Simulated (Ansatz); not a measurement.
C3H7F, SMILES `CC(C)F`. The species carries charge 0 and has multiplicity 1.

Z-matrix (Å, degrees):
```
C
C 1 1.508
H 1 1.091 2 110.6
H 1 1.092 2 110.3 3 119.9
H 1 1.093 2 110.4 3 -120.2
C 2 1.508 1 113.9 3 177.3
F 2 1.396 1 108.3 3 56.9
H 2 1.096 1 110.1 3 -58.5
H 6 1.091 2 110.6 1 -177.3
H 6 1.093 2 110.4 1 -57.1
H 6 1.092 2 110.3 1 62.8
```

Task: What are the harmonic wavenumbers in cm⁻¹ at PBE0-D4/def2-TZVP (Ansatz, finite differences of forces, unscaled)? (Estimate.)

Result: Ansatz gave: 213, 256, 352, 412, 477, 838, 928, 940, 965, 1159, 1173, 1198, 1369, 1370, 1407, 1409, 1472, 1475, 1482, 1501, 3044, 3054, 3057, 3130, 3138, 3141, 3143.

Task: Is this a minimum?

Result: Yes, all 27 modes are real.

Task: Give the ideal-gas thermochemistry at 298.15 K and 1 bar (rigid rotor, harmonic oscillator; point group Cs, symmetry number 1).

Result: Zero-point energy 251.8 kJ/mol; H(298) − E = 267.6 kJ/mol; entropy 292.7 J/(mol·K), of which translation 160.3, rotation 101.9, vibration 30.5; G(298) − E = 180.3 kJ/mol.

Task: And at 400, 500, 600, 800 and 1000 K?

Result: 
```csv
T (K),H − E (kJ/mol),S (J/mol/K),G − E (kJ/mol)
400,276.8,319.3,149.1
500,288.0,344.0,116.0
600,300.9,367.4,80.4
800,331.1,410.7,2.5
1000,365.9,449.5,-83.6
```

Task: Rotational constants (cm⁻¹)?

Result: 0.2922, 0.2725, 0.161.
